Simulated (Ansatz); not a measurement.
# CH5BCl: the cost of one run

Method: UKS BHLYP-D4/6-31G*, in Ansatz 0.2.0.

## (1) The system as given

Bond lengths: B1–C3 1.600 Å, C3–H4 1.110 Å, C3–H5 1.110 Å, C3–H6 1.110 Å, B1–Cl7 1.860 Å. Angles: B1–C3–H4 109.5°, B1–C3–H5 109.5°, B1–C3–H6 109.5°, H4–C3–H5 109.4°, H4–C3–H6 109.4°, H5–C3–H6 109.4°, C3–B1–Cl7 120.0°.

Structure file:

```xyz
8

B     0.0000    0.0000    0.0000
H     0.0000    0.0000    1.4400
C     1.3856    0.0000   -0.8000
H     1.7152   -1.0462   -0.9702
H     1.2491    0.5080   -1.7774
H     2.1552    0.5381   -0.2082
Cl   -1.6108    0.0000   -0.9300
H     0.0000    0.0000    2.4000
```

## (2) A restrained relaxation towards end A

Springs on the bonds that form and break draw the guess towards this end; the thresholds are loose.

Input file input.yaml:

```yaml
crystal:
  periodic: [false, false, false]
  atoms:
    - { symbol: B, position_ang: [0.0, 0.0, 0.0] }
    - { symbol: H, position_ang: [0.0, 0.0, 1.44] }
    - { symbol: C, position_ang: [1.3856, 0.0, -0.8] }
    - { symbol: H, position_ang: [1.7152, -1.0462, -0.9702] }
    - { symbol: H, position_ang: [1.2491, 0.508, -1.7774] }
    - { symbol: H, position_ang: [2.1552, 0.5381, -0.2082] }
    - { symbol: Cl, position_ang: [-1.6108, 0.0, -0.93] }
    - { symbol: H, position_ang: [0.0, 0.0, 2.4] }
magnetization:
  spin_polarized: true
  initial_magnetization: 1
basis:
  gaussian: { orbitals: "6-31G*" }
hamiltonian:
  xc: { name: BHLYP }
  dispersion: d4
relax:
  f_tol: 0.15
  max_steps: 25
  restrain:
    - { distance: [1, 7], at: 1.86, k: 30.0 }
    - { distance: [0, 1], at: 1.19, k: 30.0 }
```

Started as:

```
ansatz run input.yaml --threads 1 --pin off --max-ram 2048MiB --backend cpu --events-out ev --progress --plain --runs-dir out
```

What time and memory should one allow on 1 thread of Arm Neoverse V1, shared host?

About 25 s, with a peak of 0.14 GiB.
